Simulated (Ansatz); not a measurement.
A nudged elastic band was laid between two geometries of H3NOSi (6 atoms, charge 0, multiplicity 1).

Computed with RKS PBE-D4/def2-SVP in Ansatz 0.2.0.

* movable images: 5
* climbing image: yes
* spring: 5.0 eV/Å²
* optimiser: quadratic models (default)
* start path: through a guess of the saddle point
* force threshold: 0.05 eV/Å
* iteration limit: 60
* end points: relaxed

Initial state:

```xyz
6
Properties=species:S:1:pos:R:3
N -0.775 0.111 -0.505
Si 0.668 -0.861 -0.641
O 1.534 -0.405 0.741
H -1.510 0.051 -1.217
H -1.029 0.784 0.227
H 1.154 0.257 1.349
```

Final state:

```xyz
6
Properties=species:S:1:pos:R:3
N -0.896 0.122 -0.592
Si 0.621 -0.702 -0.456
O 1.116 0.034 1.001
H -1.542 -0.036 -1.369
H -1.245 0.812 0.083
H 1.988 -0.293 1.287
```

(1) What changes between the two ends?

(2) What energy profile does the band end with?

(3) What is the geometry of the highest image?

(4) What are the harmonic wavenumbers there?

Results:

(1) No bond is made or broken. The dihedral N1–Si2–O3–H6 goes from 0 to 180°.

(2) The forces met the threshold. The highest image is number 3 of 0 to 6, 4.5 kcal/mol above the first end and 6.7 kcal/mol above the last; the last end lies 2.3 kcal/mol below the first. A vibrational analysis at the climbing image gives one clearly imaginary mode, 475i cm⁻¹: a first-order saddle point.

```tsv
image	path coordinate (Å)	energy (kcal/mol)	dihedral N1–Si2–O3–H6 (°)
0	0.00	0.0	0
1	0.28	0.7	19
2	0.56	2.9	50
3	0.84	4.5	86
4	1.16	2.5	121
5	1.47	-0.9	153
6	1.78	-2.3	180
```

(3) 
```xyz
6
Properties=species:S:1:pos:R:3
N -0.855 0.102 -0.546
Si 0.647 -0.776 -0.594
O 1.498 0.021 0.642
H -1.610 -0.068 -1.217
H -1.065 0.880 0.090
H 1.427 -0.224 1.579
```

(4) 475i, 279, 469, 488, 581, 674, 808, 818, 1456, 3439, 3564, 3780 cm⁻¹.

Run time: 43 s on 1 thread of Intel(R) Xeon(R) Platinum 8375C CPU @ 2.90GHz (Ice Lake), with other jobs on the host, peak memory 0.12 GiB.
